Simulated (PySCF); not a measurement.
These are PBE0-D3(BJ)/def2-TZVP (PySCF) values and carry that method's errors. All species are isolated molecules in the gas phase. One relaxed conformer stands for a flexible species; it need not be the lowest. Excitations are Tamm–Dancoff values on a coarser integration grid. The basis has no diffuse functions, so Rydberg states are missing or too high.

Reference species (SMILES): `ClB(Cl)Cl` (neutral, multiplicity 1).

```json
{
  "S1 oscillator strength": "0.000",
  "S1–T1 gap (TDA)": "0.20 eV",
  "HOMO": "-9.09 eV"
}
```

Changed species: `OB(Cl)Cl` (H–O–B–Cl torsion 180°) (1 of 3 Cl replaced by OH; the reference has 0 of 3 Cl replaced by OH).

Question: Predict the effect on the S1 oscillator strength, S1–T1 gap (TDA) and HOMO.

Answer: the S1 oscillator strength is nearly the same; the S1–T1 gap (TDA) stays essentially unchanged; the HOMO is nearly the same.
